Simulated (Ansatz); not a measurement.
Results of RPBE (PAW; Ansatz, a program for electronic structure) for fcc Au.

Run with plane-wave cutoff 520 eV, 24×24×24 k mesh, Fermi–Dirac smearing 0.05 eV, scalar-relativistic PAW data made under PBE.

Cell (relaxed at this level):

```
CELL_PARAMETERS angstrom
      0.00000     2.09933     2.09933
      2.09933     0.00000     2.09933
      2.09933     2.09933     0.00000
ATOMIC_POSITIONS crystal
  Au 0.00000 0.00000 0.00000
```

### Question
Predict the bulk modulus and pressure derivative B′ of the bulk modulus.

### Answer

- bulk modulus: 121 GPa
- pressure derivative B′ of the bulk modulus: 5.9

The run finds no gap.

Measured, for comparison: bulk modulus 182 GPa (0 K value with the zero-point phonon effect removed, our sources range from 175 to 182; as tabulated in Mejia-Rodriguez and Trickey (2018), arXiv:1807.09216). Computed (rounded) less measured: bulk modulus -34 % (-31 % to -34 % over the range).

Spin–orbit coupling is not included; it can shift volumes and moduli of such heavy elements.

Computed values are for the static lattice.

It cost around 70 core-seconds (rough) of CPU time.
